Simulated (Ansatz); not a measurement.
Molecule: phosphine, PH₃ (charge 0, singlet). SMILES: P
Geometry: optimised at B3LYP-D3(BJ)/def2-TZVP (Ansatz, an electronic-structure program).

Computed values are from Ansatz. Cores are frozen in the correlated levels unless marked. Open shells are spin-unrestricted. Spin-orbit coupling is left out. Non-relativistic. CBS marks a two-point X^-3 extrapolation of the correlation energy; Hartree-Fock from the larger set. The bracket is a focal-point correction in the basis named.

### Question
What is the atomisation energy De at CCSD(T)/CBS(aug-cc-pV(T+d)Z,aug-cc-pV(Q+d)Z)?

### Answer
242.2 kcal/mol.

### Question
What is the T1 diagnostic at CCSD/aug-cc-pV(Q+d)Z?

### Answer
0.014.

### Question
What is the total energy at CCSD(T)/CBS(aug-cc-pV(T+d)Z,aug-cc-pV(Q+d)Z)?

### Answer
-342.7171 Eh.

### Question
What is the vertical triplet-singlet gap at RI-MP2/CBS(def2-TZVPPD,def2-QZVPPD)+[CCSD(T)-MP2]/def2-QZVPPD?

### Answer
6.01 eV.

### Question
What is the vertical ionisation energy (to the doublet) at CCSD(T)/CBS(def2-TZVPPD,def2-QZVPPD)?

### Answer
10.61 eV.
